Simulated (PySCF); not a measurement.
2-propanimine, C₃H₇N, SMILES CC(C)=N, point group Cs.

Level: B3LYP/pcSseg-1 in PySCF (density fitting, grid level 2); geometry and Hessian at that level, cubic constants and property derivatives from steps of ±0.6 along each species' dimensionless normal coordinates, second-order vibrational perturbation theory. The parent has the commonest isotopes.

Equilibrium geometry (Å):

```json
{"atom": "C1", "x": "-1.0537", "y": "-0.6370", "z": "-0.2896"}
{"atom": "C2", "x": "-0.0442", "y": "0.4233", "z": "0.0959"}
{"atom": "C3", "x": "1.3970", "y": "-0.0216", "z": "0.1346"}
{"atom": "N4", "x": "-0.3172", "y": "1.6331", "z": "0.3826"}
{"atom": "H5", "x": "-2.0740", "y": "-0.2407", "z": "-0.2931"}
{"atom": "H6", "x": "-0.8320", "y": "-1.0373", "z": "-1.2873"}
{"atom": "H7", "x": "-1.0107", "y": "-1.4835", "z": "0.4078"}
{"atom": "H8", "x": "1.7140", "y": "-0.4010", "z": "-0.8457"}
{"atom": "H9", "x": "1.5321", "y": "-0.8414", "z": "0.8523"}
{"atom": "H10", "x": "2.0377", "y": "0.8151", "z": "0.4203"}
{"atom": "H11", "x": "-1.3275", "y": "1.8017", "z": "0.3185"}
```

Problem. Give the equilibrium and ground-state rotational constants (MHz) of parent; ²H at 5.

Solution. 
```tsv
species	Ae	Be	Ce	A0	B0	C0	Δ0 (u Å²)	harmonic ZPE (cm⁻¹)
parent	9717	8448.4	4787.3	9654.2	8368.8	4744.2	-6.210	21077
²H at 5	9716.8	7839.5	4585.5	9651.6	7767.4	4545.8	-6.250	20384
```

Δ0 = Ic − Ia − Ib from the ground-state constants.

Problem. How is the parent's vibrational correction B0 − Be made up?

Solution. 
```csv
axis,harmonic,Coriolis,cubic,total (MHz)
a,19.4,-37.7,-44.4,-62.7
b,17.7,-19,-78.3,-79.5
c,3.19,-5.05,-41.3,-43.1
```

Problem. And its quartic centrifugal distortion constants from the harmonic force field?

Solution. Asymmetric top, A reduction, IIIr representation: ΔJ = 8.81 kHz, ΔJK = -18 kHz, ΔK = 9.89 kHz, δJ = 0.231 kHz, δK = -16.7 kHz.

A mode lies under 250 cm⁻¹, where this perturbation treatment is rough. Internal rotors are held in one well.
